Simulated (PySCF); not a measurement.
## Neon: a sound run and one with changed settings

Sound run: Ne [Ne], Ne⁺ [He] 2s2 2p5. Calculation: PySCF 2.14, in cc-pVTZ-DK (4s3p2d1f, 30 functions); the spin-free X2C one-electron Hamiltonian (Gaussian nucleus). In the sound run the correlated levels freeze 1s2. The sound run starts from symmetry-adapted Hartree-Fock orbitals and uses a fine grid where one is needed.

Changed run: basis STO-3G, all-electron and non-relativistic. This setting is unsound on purpose.

```csv
species,method,sound run (hartree),changed run (hartree),converged
Ne,UHF,-128.66875,-126.60453,yes
Ne,M06-2X,-129.06768,-126.95612,yes
Ne,MN15,-129.05006,-126.43355,yes
Ne,MP2,-128.93338,-126.60453,yes
Ne⁺,UHF,-127.94653,-126.06147,yes
Ne⁺,M06-2X,-128.27660,-126.36475,yes
Ne⁺,MN15,-128.25498,-125.85125,yes
Ne⁺,MP2,-128.14355,-126.06147,yes
```

Ionisation energy of Ne:

```
 method  sound run (eV)  changed run (eV)
    UHF          19.653            14.777
 M06-2X          21.526            16.092
   MN15          21.635            15.845
    MP2          21.492            14.777
SCS-MP2          21.347            14.777
```

A minimal basis cannot let orbitals breathe on ionisation and holds almost no correlation. The Hamiltonian changed with the basis, so the totals do not compare.

For comparison, NIST gives 21.565 eV between the lowest levels.
